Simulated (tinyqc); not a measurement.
Worked calculation: CIS on RHF in the sto-6g basis, for LiH, spin multiplicity 1. One step of it, computed by the program tinyqc.

Task: CIS matrix, triplets. A(ia,jb) = (e_a - e_i) d_ij d_ab - (ij|ab).

orbital energies (hartree): [-2.384299, -0.298130, 0.079829, 0.162433, 0.162433, 0.585945]

Two-electron integrals over orbitals (pq|rs), unique and non-zero (hartree):
```
(11|11) 1.663894    (21|11) -0.118850   (21|21) 0.015524    (22|11) 0.387287
(22|21) 0.007848    (22|22) 0.500761    (31|11) -0.140024   (31|21) 0.012112
(31|22) -0.017434   (31|31) 0.022613    (32|11) 0.012013    (32|21) -0.003812
(32|22) -0.044693   (32|31) -0.000111   (32|32) 0.010981    (33|11) 0.400163
(33|21) -0.012061   (33|22) 0.227491    (33|31) 0.001984    (33|32) 0.005361
(33|33) 0.340886    (41|41) 0.010060    (42|41) 0.007498    (42|42) 0.023922
(43|41) 0.010204    (43|42) 0.018933    (43|43) 0.041389    (44|11) 0.396934
(44|21) -0.004410   (44|22) 0.277651    (44|31) -0.004660   (44|32) 0.004241
(44|33) 0.282829    (44|44) 0.313125    (51|51) 0.010060    (52|51) 0.007498
(52|52) 0.023922    (53|51) 0.010204    (53|52) 0.018933    (53|53) 0.041389
(54|54) 0.016875    (55|11) 0.396934    (55|21) -0.004410   (55|22) 0.277651
(55|31) -0.004660   (55|32) 0.004241    (55|33) 0.282829    (55|44) 0.279374
(55|55) 0.313125    (61|11) 0.044046    (61|21) -0.008491   (61|22) -0.005428
(61|31) -0.001663   (61|32) 0.001094    (61|33) 0.009268    (61|44) -0.000026
(61|55) -0.000026   (61|61) 0.007260    (62|11) -0.023690   (62|21) 0.006312
(62|22) 0.136663    (62|31) -0.001130   (62|32) -0.031957   (62|33) -0.008794
(62|44) -0.008332   (62|55) -0.008332   (62|61) 0.000440    (62|62) 0.123849
(63|11) 0.013881    (63|21) -0.004157   (63|22) -0.049592   (63|31) 0.004704
(63|32) 0.007155    (63|33) 0.035555    (63|44) 0.000424    (63|55) 0.000424
(63|61) 0.003868    (63|62) -0.029394   (63|63) 0.025106    (64|41) -0.006040
(64|42) -0.019516   (64|43) -0.014229   (64|64) 0.019651    (65|51) -0.006040
(65|52) -0.019516   (65|53) -0.014229   (65|65) 0.019651    (66|11) 0.363594
(66|21) 0.004928    (66|22) 0.461295    (66|31) -0.011279   (66|32) -0.039952
(66|33) 0.241778    (66|44) 0.270405    (66|55) 0.270405    (66|61) -0.001733
(66|62) 0.144113    (66|63) -0.042094   (66|66) 0.458857
```

Give: CIS matrix A, triplet.

Result:

CIS matrix A, triplet (hartree), order 1>3, 1>4, 1>5, 1>6, 2>3, 2>4, 2>5, 2>6:
```
[[2.064, 0.000, 0.000, -0.014, 0.012, 0.000, 0.000, 0.004],
 [0.000, 2.150, 0.000, 0.000, 0.000, 0.004, 0.000, 0.000],
 [0.000, 0.000, 2.150, 0.000, 0.000, 0.000, 0.004, 0.000],
 [-0.014, 0.000, 0.000, 2.607, 0.004, 0.000, 0.000, -0.005],
 [0.012, 0.000, 0.000, 0.004, 0.150, 0.000, 0.000, 0.050],
 [0.000, 0.004, 0.000, 0.000, 0.000, 0.183, 0.000, 0.000],
 [0.000, 0.000, 0.004, 0.000, 0.000, 0.000, 0.183, 0.000],
 [0.004, 0.000, 0.000, -0.005, 0.050, 0.000, 0.000, 0.423]]
```
